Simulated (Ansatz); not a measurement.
## Ansatz (development build ahead of 0.2.0) run

```yaml
crystal:
  periodic: [false, false, false]
  atoms:
    - { symbol: C, position_ang: [0.61441, 0.72067, 0.0] }
    - { symbol: C, position_ang: [-0.61441, 0.72067, 0.0] }
    - { symbol: C, position_ang: [-0.61441, -0.72067, 0.0] }
    - { symbol: C, position_ang: [0.61441, -0.72067, 0.0] }
    - { symbol: H, position_ang: [1.32556, 1.42896, 0.0] }
    - { symbol: H, position_ang: [-1.32556, 1.42896, 0.0] }
    - { symbol: H, position_ang: [-1.32556, -1.42896, 0.0] }
    - { symbol: H, position_ang: [1.32556, -1.42896, 0.0] }
basis:
  gaussian: { orbitals: def2-TZVP }
hamiltonian:
  xc: hf
```

The input is written out in the form of the current development build from the run's settings.

The run gave:

```json
{
 "Converged": "yes",
 "Total energy": "-153.64469 hartree",
 "Spin squared of the determinant": "0.000"
}
```

Caution: in another basis set an unrestricted determinant lies well below.
